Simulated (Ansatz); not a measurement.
# Structure optimisation: nickel, fcc

All numbers below come from DFT, revPBE, plane waves (420 eV) with PAW, scalar-relativistic in Ansatz. The PAW files were generated under PBE, with cores re-solved for the functional.

k-point mesh 15×15×15, Fermi-Dirac smearing 0.05 eV, starting moments 0.80 μB. Cell and atoms relax.

Starting structure:

```yaml
crystal:
  lattice:
    - [0.0, 1.76194, 1.76194]
    - [1.76194, 0.0, 1.76194]
    - [1.76194, 1.76194, 0.0]
  atoms:
    - { symbol: Ni, position: [0.0, 0.0, 0.0], spin: 0.8 }
hamiltonian:
  xc: revpbe
  pseudopotentials:
    kind: paw
    azcp:
      Ni: "pseudopotentials/Ni.paw.azcp"
basis:
  ecutwfc: 420
  fft_grid_basis: typed
kpoints:
  mp_grid: { grid: [15, 15, 15], shift: [0, 0, 0] }
magnetization:
  spin_polarized: true
scf:
  occupations: { method: fermi_dirac, width: 0.05 }
relax:
  max_steps: 60
  f_tol: 0.01
  cell: {}
```

Q: What cell does the relaxation end in?

A: Fm-3m (spin ignored) with a = 3.544 Å; 11.12 Å³ per atom against 10.94 at the start (1.7 %).

Q: How much energy does the relaxation gain?

A: 1.8 meV per atom.

Q: Which magnetic state does it end in?

A: ferromagnetic, net 0.66 μB per atom; moments 0.70 μB.
